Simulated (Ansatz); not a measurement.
hcp Os was calculated with HSE06 in Ansatz (plane waves, PAW).

Numerical settings: plane-wave cutoff 500 eV, 10×6×1 k mesh (along the axes of the cell as run), Fermi–Dirac smearing 0.1 eV, scalar-relativistic PAW data made under PBE.

The cell is the one relaxed with r²SCAN.

Q: Estimate the surface energy of the (10-10) face and work function of the (10-10) face that the calculation returns.

A: 
* **surface energy of the (10-10) face**: 3.99 J/m²
* **work function of the (10-10) face**: 5.15 eV

Note: exact exchange on metals is sensitive to the k mesh and can open a false gap.

The slab of 10 atoms is relaxed and unreconstructed.

Spin–orbit coupling is not included.

Static lattice: no zero-point or thermal effects.

Computing time: very roughly 30 core-minutes.

Ansatz is an electronic-structure program.
